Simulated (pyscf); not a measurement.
Single points on ωB97X-D3(BJ)/def2-SVP structures (PySCF, gas phase).

Q: Estimate by transition-state theory (the high-pressure limit) the rate constant of `[CH2]=[CH][Ga]([OH])[OH]` → `[O]=[Ga][OH]` + `[CH2]=[CH2]` (singlet surface; H–O, C–Ga broken, C–H formed) at 1200 K, with ωB97M-D3(BJ)/def2-TZVP energies (ideal gas, 1 atm, RRHO with modes under 100 cm⁻¹ raised to 100, one conformer, R ln 2 for chiral ones without a mode under 150 cm⁻¹; no tunnelling).

A: The electronic barrier is 72.4 kcal/mol and the thermal terms add -1.7, so ΔG‡ = 70.7 kcal/mol. With k_BT/h = 2.50e+13 s⁻¹ and RT = 2.385 kcal/mol, k = 3.4e+00 s⁻¹, a half-life of 2.0e-01 s through this channel alone. Wigner's tunnelling factor for 1699i cm⁻¹ would be 1.17. A shift of 1 kcal/mol in the barrier changes k by a factor 1.5. On the reactant side the descent ends in a point that may be a rotor saddle (no frequency run), 2.1 kcal/mol over the lowest minimum found and 71.4 kcal/mol under the saddle at ωB97X-D3(BJ)/def2-TZVP. On the product side the descent ends in a bound adduct, 9.7 kcal/mol under the separated species and 26.1 kcal/mol under the saddle at ωB97X-D3(BJ)/def2-TZVP. This is the saddle that the search found; another between the same sides may lie lower. Elements up to Kr have no core potential and no relativistic terms here.
